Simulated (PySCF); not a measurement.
PySCF input (M06-2X/6-31G* (5d)):

```python
from pyscf import gto, dft

mol = gto.M(
    atom='''
    N    -0.00000000   -0.00000000   -1.19434265
    N    -0.00000000   -0.00000000   -0.07337328
    O     0.00000000    0.00000000    1.10925144
    ''',
    basis='6-31g*',
    charge=1,
    spin=1,
    symmetry='C2v',
    verbose=4,
)

mf = dft.UKS(mol, xc='m062x')
mf.grids.level = 4
mf.conv_tol = 1e-9
mf.max_cycle = 100
mf.max_memory = 1500
mf.kernel()
if not mf.converged:
    mf = mf.newton()
    mf.kernel(mf.make_rdm1())
mf.dip_moment()
```

From the output:

```

WARN: alpha-B2 HOMO -0.346140544444837 > system LUMO -0.346140544444837

WARN: beta-B1 HOMO -0.346140544444837 > system LUMO -0.346140544444837

WARN: beta-B2 LUMO -0.346140544444837 < system HOMO -0.346140544444836

cycle= 1 E= -183.930849392663  delta_E=  1.3  |g|= 0.607  |ddm|= 1.64
alpha HOMO (B1) = -0.831578177333722  LUMO (B2) = -0.485513913046036
beta  HOMO (B1) = -0.816337493722089  LUMO (B2) = -0.632930886229492
  HOMO = -0.816337493722  LUMO = -0.632930886229  gap/eV = 4.99075
cycle= 2 E= -183.843948505952  delta_E= 0.0869  |g|= 0.839  |ddm|= 0.864
alpha HOMO (B1) = -0.834969189030263  LUMO (B2) = -0.372205668140209
beta  HOMO (B1) = -0.817486634791186  LUMO (B2) = -0.612987241168709
  HOMO = -0.817486634791  LUMO = -0.612987241169  gap/eV = 5.56471
cycle= 3 E= -184.094785127882  delta_E= -0.251  |g|= 0.156  |ddm|= 0.515
alpha HOMO (B1) = -0.791994773510674  LUMO (B2) = -0.339638044281793
beta  HOMO (B1) = -0.771660568140714  LUMO (B2) = -0.559902091084802
  HOMO = -0.771660568141  LUMO = -0.559902091085  gap/eV = 5.76224
cycle= 4 E= -184.102087090751  delta_E= -0.0073  |g|= 0.0957  |ddm|= 0.144
alpha HOMO (B1) = -0.791201630895221  LUMO (B2) = -0.33041672441228
beta  HOMO (B1) = -0.769496009408096  LUMO (B2) = -0.552204086554251
  HOMO = -0.769496009408  LUMO = -0.552204086554  gap/eV = 5.91281
cycle= 5 E= -184.106259021311  delta_E= -0.00417  |g|= 0.0296  |ddm|= 0.0788
alpha HOMO (B1) = -0.796049095231523  LUMO (B2) = -0.329834407150572
beta  HOMO (B1) = -0.771654182209804  LUMO (B2) = -0.548950205630036
  HOMO = -0.77165418221  LUMO = -0.54895020563  gap/eV = 6.06008
cycle= 6 E= -184.10721007508  delta_E= -0.000951  |g|= 0.00929  |ddm|= 0.0367
alpha HOMO (B1) = -0.797277986312405  LUMO (B2) = -0.32736415265091
beta  HOMO (B1) = -0.770909454730953  LUMO (B2) = -0.544981427985466
  HOMO = -0.770909454731  LUMO = -0.544981427985  gap/eV = 6.14781
cycle= 7 E= -184.107470167953  delta_E= -0.00026  |g|= 0.00199  |ddm|= 0.0304
alpha HOMO (B1) = -0.797443980091999  LUMO (B2) = -0.327200471875493
beta  HOMO (B1) = -0.770897619810091  LUMO (B2) = -0.544945315585425
  HOMO = -0.77089761981  LUMO = -0.544945315585  gap/eV = 6.14848
cycle= 8 E= -184.107482605147  delta_E= -1.24e-05  |g|= 0.000786  |ddm|= 0.00598
alpha HOMO (B1) = -0.797398588254761  LUMO (B2) = -0.327032215121906
beta  HOMO (B1) = -0.770903367783222  LUMO (B2) = -0.544955304342803
  HOMO = -0.770903367783  LUMO = -0.544955304343  gap/eV = 6.14836
cycle= 9 E= -184.107484244538  delta_E= -1.64e-06  |g|= 0.000261  |ddm|= 0.00204
alpha HOMO (B1) = -0.797404777424678  LUMO (B2) = -0.327020456402827
beta  HOMO (B1) = -0.77094700167283  LUMO (B2) = -0.544979964662466
  HOMO = -0.770947001673  LUMO = -0.544979964662  gap/eV = 6.14888
cycle= 10 E= -184.107484492921  delta_E= -2.48e-07  |g|= 0.000101  |ddm|= 0.00097
alpha HOMO (B1) = -0.79739191106283  LUMO (B2) = -0.327015650971039
beta  HOMO (B1) = -0.770949997315508  LUMO (B2) = -0.544976677651245
  HOMO = -0.770949997316  LUMO = -0.544976677651  gap/eV = 6.14905
cycle= 11 E= -184.107484519976  delta_E= -2.71e-08  |g|= 3.8e-05  |ddm|= 0.000311
alpha HOMO (B1) = -0.797392135094299  LUMO (B2) = -0.327015666307415
beta  HOMO (B1) = -0.770951837421815  LUMO (B2) = -0.544977791115416
  HOMO = -0.770951837422  LUMO = -0.544977791115  gap/eV = 6.14907
cycle= 12 E= -184.107484526024  delta_E= -6.05e-09  |g|= 1.59e-05  |ddm|= 0.000156
alpha HOMO (B1) = -0.797393185496116  LUMO (B2) = -0.327016539736362
beta  HOMO (B1) = -0.770948878858579  LUMO (B2) = -0.544979045644507
  HOMO = -0.770948878859  LUMO = -0.544979045645  gap/eV = 6.14895
cycle= 13 E= -184.107484527234  delta_E= -1.21e-09  |g|= 4.94e-06  |ddm|= 8.69e-05
alpha HOMO (B1) = -0.797394240015217  LUMO (B2) = -0.327015590993749
beta  HOMO (B1) = -0.770947755040068  LUMO (B2) = -0.544979146970214
  HOMO = -0.77094775504  LUMO = -0.54497914697  gap/eV = 6.14892
cycle= 14 E= -184.107484527303  delta_E= -6.84e-11  |g|= 2.31e-06  |ddm|= 2.07e-05
alpha HOMO (B1) = -0.797394330878687  LUMO (B2) = -0.327015967047292
beta  HOMO (B1) = -0.770947405349892  LUMO (B2) = -0.544978917534234
  HOMO = -0.77094740535  LUMO = -0.544978917534  gap/eV = 6.14892
Extra cycle  E= -184.107484527304  delta_E= -1.14e-12  |g|= 2.96e-06  |ddm|= 3.33e-06
converged SCF energy = -184.107484527304  <S^2> = 0.77237627  2S+1 = 2.0222525

WARN: System has nonzero charge 1; the dipole moment is origin-dependent.
Location of origin: [0. 0. 0.]

Dipole moment(X, Y, Z, Debye):  0.00000,  0.00000, -0.27508
```

The dipole moment of an ion depends on the origin.

The geometry given is a B3LYP-D3(BJ)/def2-TZVP minimum of the species of charge 0 and multiplicity 1, not of this state.
